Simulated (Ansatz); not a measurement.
**GeH₂, triplet in aug-cc-pVDZ: errors against full CI**

Geometry: that of the GeH2⁻, doublet, kept fixed.

```xyz
3

Ge    0.0000   -0.0307    0.0000
H     0.0000    1.1080   -1.1584
H     0.0000    1.1080    1.1584
```

Basis aug-cc-pVDZ; Ansatz 0.2.0. Correlated methods freeze the noble-gas cores and the filled d shells of p-block atoms, which leaves 6 electrons in 40 orbitals. Prefix R: restricted or restricted open-shell reference. Active spaces: valence = (6e, 6o) chosen from the atoms' valence shells. No spin–orbit coupling is included, and no scalar relativity.

Full CI is exact within this basis and frozen core; it isn't the basis-set limit.

For open shells CISD is restricted-active-space CI with the open shells as a complete middle space.

The UHF ⟨S²⟩ is 2.006, the T1 diagnostic (RCCSD) is 0.0238 and the largest doubles amplitude (RCCSD) is 0.037.

Q: From what is known of these methods and the diagnostics, rank them by the size of their error in total energy against full CI in aug-cc-pVDZ, smallest first (an estimate: the text doesn't fix the numbers).
A. RCCSDTQ
B. RHF
C. CASSCF (valence space)
D. RCCSD(T)
E. MRCISD (valence space)

A: A (0.1 kJ/mol), D (2.1 kJ/mol), E (7.8 kJ/mol), C (172.8 kJ/mol), B (270.1 kJ/mol).

All errors are against full CI in aug-cc-pVDZ. Below it: RCCSDTQ. Within each family the higher level lies nearer, as is usual though not guaranteed.

The full-CI state has the irrep B1 of C2v, in the program's axes.

Natural occupations of full CI about the gap: 1.950 1.928 0.996 0.986 0.036 0.032 0.011 0.010 0.010 0.008; effectively unpaired electrons, Σ n²(2−n)², 2.04.
